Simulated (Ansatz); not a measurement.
**Ge₂⁻, quartet: reading a ladder of total energies**

Geometry: a PBE0/def2-TZVPD stationary point for this spin.

| atom | x (Å) | y (Å) | z (Å) |
| --- | --- | --- | --- |
| Ge | 0.0000 | 0.0000 | 0.0000 |
| Ge | 0.0000 | 0.0000 | 2.5258 |

Basis aug-cc-pVTZ; Ansatz 0.2.0. Correlated methods freeze the noble-gas cores and the filled d shells of p-block atoms, which leaves 9 electrons in 90 orbitals. Prefix R: restricted or restricted open-shell reference; prefix U: unrestricted. No spin–orbit coupling is included, and no scalar relativity.

Full CI isn't at hand for all of this; UCCSDT(Q) serves as the reference, and is uncertain by about the last step of the cluster series.

Runs differ by some tens of microhartree through their thresholds and, for an open shell, their frozen cores, so steps under 0.03 kcal/mol mean nothing.

| level | total energy (hartree) |
| --- | --- |
| UHF | -4150.788930 |
| UMP2 | -4150.942920 |
| UCCSD | -4150.970213 |
| UCCSD(T) | -4150.980764 |
| UCCSDT | -4150.982398 |
| UCCSDT(Q) | -4150.983152 |

Question: What is the correlation energy at UCCSDT(Q), and what share of it do UMP2 and UCCSD recover?

Answer: E(corr) = -4150.983152 − (-4150.788930) = -0.194222 hartree = -5.285 eV. UMP2: -0.153990 / -0.194222 = 79.29 %. UCCSD: -0.181283 / -0.194222 = 93.34 %.

Question: By how many kcal/mol does UCCSD(T) miss UCCSDT(Q) (1 hartree = 627.509 kcal/mol), and which steps make up the rest?

Answer: -4150.980764 − (-4150.983152) = 0.002388 hartree = 1.50 kcal/mol. Steps: UCCSDT − UCCSD(T) = -1.03, UCCSDT(Q) − UCCSDT = -0.47 kcal/mol. Differences between like states or geometries often cancel part of this.
